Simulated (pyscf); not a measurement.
Structures and frequencies: ωB97X-D3(BJ)/def2-SVP in PySCF.

Task: H₃C–CH₂–Cd–CH₂–CH₃ -> H₃C–CH₂–CdH + ethylene (H₂C=CH₂)
Surface: singlet. Broken: C–Cd, C–H. Formed: Cd–H. Give ΔE‡ and ΔE from ωB97M-D3(BJ)/def2-TZVP, relative to the reactant's lowest minimum found.

Result: ΔE‡ = 229.0 kJ/mol, ΔE = +100.6 kJ/mol. Zero-point energy shifts the barrier by -16.4 kJ/mol. It is an elimination, with an imaginary mode of 1014i cm⁻¹. On the reactant side the descent ends in a point that may be a rotor saddle (no frequency run), 11.6 kJ/mol over the lowest minimum found and 222.6 kJ/mol under the saddle at ωB97X-D3(BJ)/def2-TZVP. On the product side the descent ends in a complex, 18.3 kJ/mol under the separated species and 135.9 kJ/mol under the saddle at ωB97X-D3(BJ)/def2-TZVP. At the saddle there is also a short C–Cd contact that neither side keeps. This is the saddle that the search found; another between the same sides may lie lower. Elements past Kr carry the def2 core potentials, without spin-orbit coupling.
